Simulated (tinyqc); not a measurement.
Worked calculation: ROHF in the sto-3g basis, for H2O+, spin multiplicity 2. One step of it, computed by the program tinyqc.

Task: Iteration 2: Roothaan effective Fock matrix. With projectors Pc = D(beta) S, Po = (D(alpha) - D(beta)) S, Pv = 1 - D(alpha) S, the block xy is Px^T F Py; with Fc = (F(alpha) + F(beta))/2, the blocks are Fc for cc, oo, vv and cv, F(beta) for co and F(alpha) for ov.

F(alpha) (hartree):
```
             1O 1s      1O 2s     1O 2px     1O 2py     1O 2pz      2H 1s      3H 1s
1O 1s   -19.952599  -5.130289   0.000000  -0.001520  -0.010433  -0.630621  -0.571736
1O 2s    -5.130289  -2.553556   0.000000  -0.011444  -0.155766  -0.681583  -0.629423
1O 2px    0.000000   0.000000  -0.437596   0.000000   0.000000   0.000000   0.000000
1O 2py   -0.001520  -0.011444   0.000000  -0.607001  -0.006881  -0.291230   0.269214
1O 2pz   -0.010433  -0.155766   0.000000  -0.006881  -0.500570  -0.294462  -0.275971
2H 1s    -0.630621  -0.681583   0.000000  -0.291230  -0.294462  -0.551159  -0.213095
3H 1s    -0.571736  -0.629423   0.000000   0.269214  -0.275971  -0.213095  -0.526128
```

F(beta) (hartree):
```
             1O 1s      1O 2s     1O 2px     1O 2py     1O 2pz      2H 1s      3H 1s
1O 1s   -19.927313  -5.091495   0.000000  -0.001105  -0.010559  -0.623303  -0.565305
1O 2s    -5.091495  -2.370981   0.000000   0.004573  -0.156838  -0.632317  -0.589621
1O 2px    0.000000   0.000000  -0.389321   0.000000   0.000000   0.000000   0.000000
1O 2py   -0.001105   0.004573   0.000000   0.278890   0.026613  -0.163527   0.165403
1O 2pz   -0.010559  -0.156838   0.000000   0.026613  -0.451459  -0.282844  -0.274294
2H 1s    -0.623303  -0.632317   0.000000  -0.163527  -0.282844  -0.512044  -0.217479
3H 1s    -0.565305  -0.589621   0.000000   0.165403  -0.274294  -0.217479  -0.497764
```

D(alpha) after iteration 1:
```
            1O 1s      1O 2s    1O 2px     1O 2py     1O 2pz      2H 1s      3H 1s
1O 1s    1.061824  -0.264541  0.000000  -0.000552  -0.009262   0.015678   0.014540
1O 2s   -0.264541   1.131293  0.000000   0.003009   0.050344  -0.065867  -0.061088
1O 2px   0.000000   0.000000  1.000000   0.000000   0.000000   0.000000   0.000000
1O 2py  -0.000552   0.003009  0.000000   1.036405   0.001735  -0.049050   0.047442
1O 2pz  -0.009262   0.050344  0.000000   0.001735   1.034364  -0.052155  -0.049970
2H 1s    0.015678  -0.065867  0.000000  -0.049050  -0.052155   0.008480   0.003565
3H 1s    0.014540  -0.061088  0.000000   0.047442  -0.049970   0.003565   0.007655
```

D(beta) after iteration 1:
```
            1O 1s      1O 2s    1O 2px     1O 2py     1O 2pz      2H 1s      3H 1s
1O 1s    1.061805  -0.264452  0.000000   0.003973  -0.009077   0.015451   0.014735
1O 2s   -0.264452   1.130890  0.000000  -0.017416   0.049508  -0.064843  -0.061968
1O 2px   0.000000   0.000000  1.000000   0.000000   0.000000   0.000000   0.000000
1O 2py   0.003973  -0.017416  0.000000   0.001810  -0.040617   0.002824   0.002853
1O 2pz  -0.009077   0.049508  0.000000  -0.040617   1.032630  -0.050032  -0.051796
2H 1s    0.015451  -0.064843  0.000000   0.002824  -0.050032   0.005879   0.005801
3H 1s    0.014735  -0.061968  0.000000   0.002853  -0.051796   0.005801   0.005734
```

overlap S:
```
           1O 1s     1O 2s    1O 2px     1O 2py    1O 2pz     2H 1s      3H 1s
1O 1s   1.000000  0.236704  0.000000   0.000000  0.000000  0.028470   0.025803
1O 2s   0.236704  1.000000  0.000000   0.000000  0.000000  0.316702   0.295574
1O 2px  0.000000  0.000000  1.000000   0.000000  0.000000  0.000000   0.000000
1O 2py  0.000000  0.000000  0.000000   1.000000  0.000000  0.214009  -0.202343
1O 2pz  0.000000  0.000000  0.000000   0.000000  1.000000  0.198773   0.187984
2H 1s   0.028470  0.316702  0.000000   0.214009  0.198773  1.000000   0.156774
3H 1s   0.025803  0.295574  0.000000  -0.202343  0.187984  0.156774   1.000000
```

Give: effective F.

Result:

effective F (hartree):
```
          1O 1s   1O 2s  1O 2px  1O 2py  1O 2pz   2H 1s   3H 1s
1O 1s   -19.940  -5.111   0.000  -0.001  -0.010  -0.627  -0.569
1O 2s    -5.111  -2.462   0.000  -0.001  -0.156  -0.656  -0.610
1O 2px    0.000   0.000  -0.413   0.000   0.000   0.000   0.000
1O 2py   -0.001  -0.001   0.000  -0.161   0.010  -0.206   0.200
1O 2pz   -0.010  -0.156   0.000   0.010  -0.476  -0.288  -0.276
2H 1s    -0.627  -0.656   0.000  -0.206  -0.288  -0.524  -0.222
3H 1s    -0.569  -0.610   0.000   0.200  -0.276  -0.222  -0.507
```
